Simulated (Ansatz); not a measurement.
Li2H⁺. Total charge 1; triplet. Geometry PBE-D4/def2-TZVP, that of the neutral doublet; atoms count from 1.

Cartesian coordinates in Å:
```
Li 0.4932 1.2260 -0.2849
Li -0.9292 -0.9519 -0.2342
H 0.4359 -0.2741 0.5191
```

At PBE0-D4/def2-TZVP a singlet of charge 1 lies 4.78 eV below the triplet at the same geometry. The structure comes from a short search, and lower isomers may exist.

(1) Estimate the Mulliken populations from the PBE0/def2-TZVP orbitals of Ansatz.

(2) Where does the spin sit?

(3) And the Mayer bond orders between bonded heavy atoms (over 0.3)?

Results:

(1) 
```json
{"atom": "Li1", "charge (e)": "0.42", "spin (α − β)": "0.58"}
{"atom": "Li2", "charge (e)": "0.42", "spin (α − β)": "0.58"}
{"atom": "H3", "charge (e)": "0.16", "spin (α − β)": "0.84"}
```
Mulliken values and Mayer orders depend strongly on the basis.

(2) Summed by element: Li 1.16, H 0.84, of 2 unpaired in all. Largest on single atoms: H3 0.84, Li1 0.58, Li2 0.58.

(3) Li1–Li2 0.59 (2.60 Å).
